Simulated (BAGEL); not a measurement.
# AlPH6 (Al(PH3)H3) at HF/3-21G (density fitting with qzvpp-jkfit)

Aim: the energy change on altering one bond length of AlPH6 (Al(PH3)H3) at HF/3-21G (density fitting with qzvpp-jkfit), from 2 runs. 

The calculation is run with BAGEL 1.2.2.

1 further run of the same task is left out (it didn't finish).

## 1. The molecule

AlPH6 has 8 atoms, charge 0, and is taken as a singlet. SMILES: `[H][Al]([H])([H])<-[PH3]`. The shape comes from GFN2-xTB, which is rough for such elements, and wasn't checked as a minimum.

Bond lengths: Al1–P2 2.511 Å, P2–H3 1.382 Å, P2–H4 1.382 Å, P2–H5 1.382 Å, Al1–H6 1.569 Å, Al1–H7 1.567 Å, Al1–H8 1.569 Å. Some angles: Al1–P2–H3 122.1°, Al1–P2–H4 121.1°, Al1–P2–H5 122.9°, P2–Al1–H6 95.6°, P2–Al1–H7 95.8°, P2–Al1–H8 95.7°, H3–P2–H4 94.5°, H3–P2–H5 94.5°, H4–P2–H5 94.5°, H6–Al1–H7 119.1°.

## 2. The energy at HF/3-21G (density fitting with qzvpp-jkfit)

Input file job.json:

```json
{ "bagel" : [

{
  "title" : "molecule",
  "basis" : "3-21g",
  "df_basis" : "qzvpp-jkfit",
  "angstrom" : true,
  "geometry" : [
    { "atom" : "Al", "xyz" : [      -0.004720,       0.010610,      -1.471770 ] },
    { "atom" : "P", "xyz" : [      -0.004240,      -0.001220,       1.038800 ] },
    { "atom" : "H", "xyz" : [       0.670990,       0.952590,       1.777140 ] },
    { "atom" : "H", "xyz" : [       0.509580,      -1.071000,       1.747700 ] },
    { "atom" : "H", "xyz" : [      -1.162200,       0.080150,       1.789520 ] },
    { "atom" : "H", "xyz" : [       1.557000,      -0.010290,      -1.624410 ] },
    { "atom" : "H", "xyz" : [      -0.766580,       1.371240,      -1.623740 ] },
    { "atom" : "H", "xyz" : [      -0.799830,      -1.332080,      -1.633240 ] }
  ]
},

{
  "title" : "hf"
},

{
  "title" : "print",
  "file" : "orbitals.molden",
  "orbitals" : true
}

]}
```

Launch:

```bash
BAGEL_NUM_THREADS=1 BAGEL job.json > job.out
```

The log of the run:

```text
* using 1 threads per process

  ===============================================================
  ===============================================================

  *** Geometry ***

  { "atom" : "Al", "xyz" : [     -0.008920,      0.020050,     -2.781242 ] },
  { "atom" : "P", "xyz" : [     -0.008012,     -0.002305,      1.963047 ] },
  { "atom" : "H", "xyz" : [      1.267987,      1.800134,      3.358308 ] },
  { "atom" : "H", "xyz" : [      0.962967,     -2.023897,      3.302674 ] },
  { "atom" : "H", "xyz" : [     -2.196240,      0.151462,      3.381703 ] },
  { "atom" : "H", "xyz" : [      2.942304,     -0.019445,     -3.069690 ] },
  { "atom" : "H", "xyz" : [     -1.448626,      2.591268,     -3.068424 ] },
  { "atom" : "H", "xyz" : [     -1.511460,     -2.517266,     -3.086376 ] },

  Number of auxiliary basis functions:      364

  Since a DF basis is specified, we compute 2- and 3-index integrals:
    o Being stored without compression. Storage requirement is 0.004 GB

  Number of basis functions:       38
  Number of electrons      :       34

    * METHOD: MOLECULE                             0.07

  *** RHF ***

  === Nuclear Repulsion ===
    87.7767792756

      * DIIS with orbital gradients will be used.

  === RHF iteration (3-21g) ===
      0       -582.96677909          0.01135714           0.01
      1       -582.99874290          0.00218069           0.01
      2       -583.00044423          0.00029727           0.01
      3       -583.00048963          0.00004605           0.01
      4       -583.00049078          0.00000886           0.01
      5       -583.00049082          0.00000166           0.01
      6       -583.00049082          0.00000027           0.01
      7       -583.00049082          0.00000004           0.01
      8       -583.00049082          0.00000001           0.01
    * SCF iteration converged.

    * Permanent dipole moment:
           (    0.000327,     0.005761,    -1.586700) a.u.

    * METHOD: HF                                   0.14

    * METHOD: PRINT                                0.00

  ===============================================================
```

Run time: 0.34 s. Hardware: 1 thread of Arm Neoverse V2, shared host.

## 3. The distorted shape, same level

Input file job.json:

```json
{ "bagel": [

{
  "title": "molecule",
  "basis": "3-21g",
  "df_basis": "qzvpp-jkfit",
  "angstrom": true,
  "geometry": [
    { "atom": "Al", "xyz": [      -0.544907,      -0.752443,      -2.062446 ] },
    { "atom": "P", "xyz": [      -0.544427,      -0.764273,       0.448124 ] },
    { "atom": "H", "xyz": [       0.670990,       0.952590,       1.777140 ] },
    { "atom": "H", "xyz": [      -0.030607,      -1.834053,       1.157024 ] },
    { "atom": "H", "xyz": [      -1.702387,      -0.682903,       1.198844 ] },
    { "atom": "H", "xyz": [       1.016813,      -0.773343,      -2.215086 ] },
    { "atom": "H", "xyz": [      -1.306767,       0.608187,      -2.214416 ] },
    { "atom": "H", "xyz": [      -1.340017,      -2.095133,      -2.223916 ] }
  ]
},

{
  "title": "hf"
},

{
  "title": "print",
  "file": "orbitals.molden",
  "orbitals": true
}

]}
```

Launch:

```bash
BAGEL_NUM_THREADS=1 BAGEL job.json > job.out
```

The log of the run:

```text
* using 1 threads per process

  ===============================================================
  ===============================================================

  *** Geometry ***

  { "atom" : "Al", "xyz" : [     -1.029725,     -1.421911,     -3.897458 ] },
  { "atom" : "P", "xyz" : [     -1.028818,     -1.444267,      0.846832 ] },
  { "atom" : "H", "xyz" : [      1.267987,      1.800134,      3.358308 ] },
  { "atom" : "H", "xyz" : [     -0.057839,     -3.465858,      2.186458 ] },
  { "atom" : "H", "xyz" : [     -3.217045,     -1.290500,      2.265487 ] },
  { "atom" : "H", "xyz" : [      1.921498,     -1.461406,     -4.185906 ] },
  { "atom" : "H", "xyz" : [     -2.469432,      1.149307,     -4.184640 ] },
  { "atom" : "H", "xyz" : [     -2.532265,     -3.959228,     -4.202592 ] },

  Number of auxiliary basis functions:      364

  Since a DF basis is specified, we compute 2- and 3-index integrals:
    o Being stored without compression. Storage requirement is 0.004 GB

  Number of basis functions:       38
  Number of electrons      :       34

    * METHOD: MOLECULE                             0.07

  *** RHF ***

  === Nuclear Repulsion ===
    84.5705033591

      * DIIS with orbital gradients will be used.

  === RHF iteration (3-21g) ===
      0       -582.83251391          0.01106394           0.01
      1       -582.86674079          0.00269404           0.01
      2       -582.86930845          0.00100095           0.01
      3       -582.86962410          0.00021254           0.01
      4       -582.86964392          0.00004686           0.01
      5       -582.86964514          0.00001323           0.01
      6       -582.86964523          0.00000392           0.01
      7       -582.86964524          0.00000071           0.01
      8       -582.86964524          0.00000012           0.01
      9       -582.86964524          0.00000004           0.01
     10       -582.86964524          0.00000001           0.01
     11       -582.86964524          0.00000000           0.01
    * SCF iteration converged.

    * Permanent dipole moment:
           (    0.099224,     0.151375,    -1.476984) a.u.

    * METHOD: HF                                   0.17

    * METHOD: PRINT                                0.00

  ===============================================================
```

Run time: 0.38 s. Hardware: 1 thread of Arm Neoverse V2, shared host.

## 4. What came out

Level: HF/3-21G (density fitting with qzvpp-jkfit).

```
                                                         quantity          value
                                        first shape: total energy  -583.00049 Eh
                                       first shape: dipole moment         4.03 D
                                         first shape: HOMO energy      -10.93 eV
                                         first shape: LUMO energy        3.07 eV
                                       first shape: HOMO–LUMO gap       14.00 eV
                                    distorted shape: total energy  -582.86965 Eh
                                   distorted shape: dipole moment         3.78 D
                                     distorted shape: HOMO energy      -10.43 eV
                                     distorted shape: LUMO energy       -1.03 eV
                                   distorted shape: HOMO–LUMO gap        9.39 eV
energy change with the P2–H3 bond stretched from 1.382 to 2.488 Å       3.560 eV
```

One bond (distorted shape) is far stretched, which a spin-restricted single reference describes badly; a broken-symmetry solution may lie lower. With the P2–H3 bond stretched from 1.382 to 2.488 Å the energy rises by 3.56 eV (82 kcal/mol). The first shape isn't relaxed at this level, so the change isn't measured from a minimum. A restricted reference can't describe the breaking bond well at this length.
